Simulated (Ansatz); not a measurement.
# SiH3+ (triplet): the correlation ladder, cc-pVDZ

Aim: climb from Hartree-Fock through coupled cluster and multireference methods for SiH3+ (triplet) at one geometry and basis, and see what each rung misses.

Program: Ansatz 0.2.0, Gaussian basis. Level of theory: cc-pVDZ, core rule «outside noble gas», up to 5 orbitals frozen. These are calculated values, not measurements.

To be run: UHF; CCSD(T) on ROHF; CCSD(T) on UHF; BCCD(T) on ROHF; CISD; CCSDT(Q) on ROHF; CCSDT(Q) on UHF; CASSCF and MRCISD+Q, 6 electrons in 7 orbitals; CASSCF and NEVPT2, 6 electrons in 7 orbitals; Full CI.

21 further runs of the same task are left out: 2 for a known fault of the program, 8 that didn't finish, 11 set aside as unsound or not needed.

## (1) The geometry

The geometry is a PBE0/def2-TZVP stationary point (not a proven minimum).

4 atoms, charge 1, spin multiplicity 3.

Atoms are counted from 1 here; the program's logs count them from 0.

Bond lengths: Si1–H2 1.492 Å, Si1–H3 1.694 Å, Si1–H4 1.694 Å. Angles: H2–Si1–H3 105.3°, H2–Si1–H4 105.3°, H3–Si1–H4 30.1°.

## (2) UHF

File in.yaml:

```yaml
crystal:
  periodic: [false, false, false]
  atoms:
    - {symbol: Si, position_ang: [0.000000, 0.067650, -0.078712]}
    - {symbol: H, position_ang: [0.000000, -1.225497, -0.823444]}
    - {symbol: H, position_ang: [0.439321, -0.329762, 1.508342]}
    - {symbol: H, position_ang: [-0.439321, -0.329762, 1.508342]}
basis:
  gaussian: {orbitals: cc-pVDZ}
total_charge: 1
magnetization: {spin_polarized: true, initial_magnetization: 2}
hamiltonian: {xc: hf}
output: {orbitals: {seedname: orbitals}}
```

Command:

```bash
$ ansatz run in.yaml --threads 1 --pin off --events-out ev --progress --plain --max-ram 2393MiB
```

Further steps of the session: CCSD(T) on ROHF; CCSD(T) on UHF; BCCD(T) on ROHF; CISD; CCSDT(Q) on ROHF; CCSDT(Q) on UHF; CASSCF and MRCISD+Q, 6 electrons in 7 orbitals; CASSCF and NEVPT2, 6 electrons in 7 orbitals; Full CI.

Q: Predict the results of all the runs planned. Wanted: FCI below the RHF energy; RMP2 from FCI; UMP2 from FCI; RCCSD from FCI; RCCSD(T) from FCI; UCCSD(T) from FCI; RCCSDT(Q) from FCI; UCCSDT(Q) from FCI; NEVPT2 valence from FCI.

As calculated:

```
                         quantity                                                                                value
         FCI below the RHF energy                                                                           -2.8411 eV
                    RMP2 from FCI                                                                         +69.9 kJ/mol
                    UMP2 from FCI                                                                         +69.4 kJ/mol
                   RCCSD from FCI                                                                          +7.3 kJ/mol
                RCCSD(T) from FCI                                                                          +1.9 kJ/mol
                UCCSD(T) from FCI                                                                          +1.9 kJ/mol
               RCCSDT(Q) from FCI                                                                           0.0 kJ/mol
               UCCSDT(Q) from FCI                                                                           0.0 kJ/mol
          NEVPT2 valence from FCI                                                                         +47.0 kJ/mol
        MRCISD+Q valence from FCI                                                                          +1.6 kJ/mol
levels within 1 kcal/mol (43 meV)  RCCSD(T), UCCSD(T), BCCD(T), RCCSDT, UCCSDT, RCCSDT(Q), UCCSDT(Q), MRCISD+Q valence
                    T1 diagnostic                                                                                0.023
   effectively unpaired electrons                                                                                 2.03
```

RCCSD(T) lands +1.9 kJ/mol from the yardstick (0.7 % of the correlation energy). One determinant dominates. Of the multireference levels listed MRCISD+Q valence comes nearest in total energy (+1.6 kJ/mol), which doesn't show that its space is the better one. These misses are within one basis, not against nature; the frozen cores of restricted and unrestricted runs differ, which can shift their rows.
